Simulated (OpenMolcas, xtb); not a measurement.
## SiH (SMILES [SiH]): methods side by side

The species is SiH (2 atoms), meant as a doublet with charge 0. SMILES: `[SiH]`. Geometry: relaxed at PBE0-D4/def2-TZVP.

```xyz
2

Si    0.0000    0.0000   -0.0076
H     0.0000    0.0000    1.5241
```

Each level gives the dipole moment (D). The values are calculated.

```json
{"level": "GFN0-xTB", "kind": "semi-empirical", "program": "xtb", "value (D)": "1.09", "CPU time": "under 2 s"}
{"level": "UHF/def2-TZVPPD", "kind": "Hartree–Fock", "program": "OpenMolcas", "value (D)": "0.21", "CPU time": "2.7 s"}
{"level": "USVWN5/def2-TZVPPD", "kind": "LDA", "program": "OpenMolcas", "value (D)": "0.11", "CPU time": "6.7 s"}
{"level": "U-revPBE/def2-TZVPPD", "kind": "GGA", "program": "OpenMolcas", "value (D)": "0.10", "CPU time": "2.3 min"}
{"level": "UM06-L/def2-TZVPPD", "kind": "meta-GGA", "program": "OpenMolcas", "value (D)": "0.15", "CPU time": "51 s"}
{"level": "UM06-2X/def2-TZVPPD", "kind": "hybrid meta-GGA", "program": "OpenMolcas", "value (D)": "0.09", "CPU time": "2.6 min"}
```

The values span 0.09 to 1.09 D. Magnitudes only. CPU times are rough (shared hosts, several kinds of processor and program).
